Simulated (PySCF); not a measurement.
Compound: (CH3)2PPF2, C2H6F2P2.
Atom-mapped SMILES: `[CH3:1][P:2]([CH3:3])[P:4]([F:5])[F:6]` (hydrogens: H7, H8, H9 on C1; H10, H11, H12 on C3)

Method: PySCF, PBE0-D3(BJ)/def2-SVP geometry optimisation, gas phase; density fitting, grid level 1; the optimiser is geomeTRIC in internal coordinates, started from a GFN2-xTB structure.

Step 0: E = -26158.3179 eV
```
atom  x, y, z in Å  |  force x, y, z in eV/Å
C1     -0.5540   -1.3373   -0.6928    0.031   0.205   0.366
P2     -0.1499   -0.3230    0.8076    0.033  -0.046   0.013
C3      1.5521    0.2355    0.3230   -0.372  -0.098   0.177
P4     -1.1256    1.4997    0.0136   -0.500   0.235   0.662
F5     -2.6445    1.1218    0.4423    0.006  -0.178  -0.386
F6     -0.8632    2.4494    1.3034    0.362   0.090  -0.233
H7     -0.0028   -2.2740   -0.6378    0.206  -0.369  -0.012
H8     -0.2955   -0.8251   -1.6182    0.095   0.138  -0.434
H9     -1.6175   -1.5688   -0.6931   -0.398  -0.111  -0.004
H10     1.8664    1.0422    0.9827    0.137   0.295   0.253
H11     1.5948    0.5755   -0.7103    0.108   0.148  -0.433
H12     2.2411   -0.5965    0.4535    0.293  -0.310   0.030
```

Task: Estimate the geometry and energy of step 1. (The exact step hangs on the optimiser's Hessian estimate; all steps are aligned on step 0, rigid shifts and turns removed.)

Result: E = -26158.3715 eV, largest force 0.191 eV/Å
```
atom  x, y, z in Å  |  force x, y, z in eV/Å
C1     -0.5519   -1.3689   -0.7250    0.043  -0.006  -0.060
P2     -0.1809   -0.3432    0.7771   -0.016  -0.001   0.034
C3      1.5221    0.2591    0.3524    0.049   0.025  -0.002
P4     -1.2035    1.4826    0.0181    0.137   0.120   0.010
F5     -2.6794    1.1588    0.5889   -0.023   0.032   0.056
F6     -0.6630    2.4850    1.1775   -0.109  -0.136  -0.078
H7      0.0209   -2.3076   -0.6653   -0.027   0.012   0.010
H8     -0.2927   -0.8626   -1.6702   -0.027  -0.029   0.018
H9     -1.6216   -1.6277   -0.7371    0.009  -0.007   0.015
H10     1.8066    1.0559    1.0568   -0.023  -0.025  -0.017
H11     1.6117    0.6404   -0.6788    0.011  -0.004   0.023
H12     2.2330   -0.5725    0.4795   -0.023   0.017  -0.009
```

The energy changes by -0.0536 eV. The first-order estimate −F·Δx gives -0.1220 eV and the mean of the old and new forces, exact on a quadratic surface, -0.0513 eV. The step makes an angle of 78° with the force vector and moves no atom by more than 0.239 Å.

What follows is the cost of the whole optimisation. Time: 38 s; peak memory 0.52 GiB. Hardware: Intel Xeon Platinum 8375C at 2.90 GHz, one thread (shared host).
